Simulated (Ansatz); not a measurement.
# H2N2, singlet: CASSCF and its corrections

Calculated in Ansatz's Gaussian-basis code. Basis cc-pVDZ, nonrelativistic, 2 orbitals frozen in the corrections. State-specific CASSCF; RHF is the lowest restricted (open-shell) Hartree–Fock solution met. No symmetry is imposed, so a solution can break that of the shape. The lowest solution met needn't be the lowest there is, nor hold the orbitals that a chemist would pick.

Geometry:

```tsv
atom	x (Å)	y (Å)	z (Å)
N	0.0000	0.0001	-0.5666
N	0.0000	-0.0001	0.5666
H	0.0000	0.9161	-0.8410
H	0.0000	-0.9161	0.8410
```

What do CASSCF and its corrections give against RHF in CAS(2,2), and what are the occupations?

CASSCF -0.875 eV, SC-NEVPT2 -8.505 eV; occupations 1.93, 0.07.
